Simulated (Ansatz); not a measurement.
Relaxation of H5NSi2 (8 atoms, charge 0, multiplicity 1), to a largest force component of 0.015 eV/Å in at most 40 steps.

Level of theory: Ansatz 0.2.0, RKS r2SCAN-D4/cc-pVDZ.

```xyz
8
Properties=species:S:1:pos:R:3:forces:R:3
N -1.475 0.947 -1.574 0.56 1.66 -1.04
Si -0.136 0.758 -0.690 -1.11 -1.01 0.21
Si 1.896 1.823 -0.444 0.04 0.54 -0.41
H -2.286 0.348 -1.533 -0.14 -0.45 0.29
H -0.289 -0.414 0.175 0.62 -0.65 0.86
H 3.029 0.942 -0.767 0.21 -0.52 -0.08
H 2.099 2.324 0.924 -0.14 0.00 0.55
H 1.999 2.985 -1.336 -0.04 0.43 -0.37
```

Task: Where does it end, and by what steps?

Result: The forces met the threshold. After 5 steps the energy has fallen by 0.440 eV; H4 moved furthest, 0.28 Å.

| step | energy less start (eV) | largest force component (eV/Å) | accepted |
| --- | --- | --- | --- |
| 0 | 0.0000 | 1.661 | yes |
| 1 | -0.3580 | 0.775 | yes |
| 2 | -0.4245 | 0.321 | yes |
| 3 | -0.3933 | 1.279 | no |
| 4 | -0.4366 | 0.092 | yes |
| 5 | -0.4402 | 0.014 | yes |

```xyz
8
Properties=species:S:1:pos:R:3
N -1.285 1.121 -1.613
Si -0.148 0.594 -0.563
Si 1.841 1.818 -0.470
H -2.150 0.565 -1.634
H -0.231 -0.602 0.360
H 2.998 0.927 -0.808
H 2.048 2.339 0.921
H 1.762 2.951 -1.438
```

Whether the end is a true minimum wasn't checked by a vibrational analysis.

The run took 21 s on 1 thread of Arm Neoverse V2, with other jobs on the host, peak memory 0.14 GiB.
